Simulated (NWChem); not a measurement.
System: dimethyl ether (C2H6O); SMILES O(C)C

All runs: NWChem. Coordinates come from a PBE0/def2-SVP optimisation.

Estimate the computed values for BLYP/def2-TZVPD. Quantities: highest occupied level (eV); orbital gap (eV); dipole (D).


```json
{
  "highest occupied level (eV)": "-5.85",
  "orbital gap (eV)": "5.60",
  "dipole (D)": "1.08"
}
```
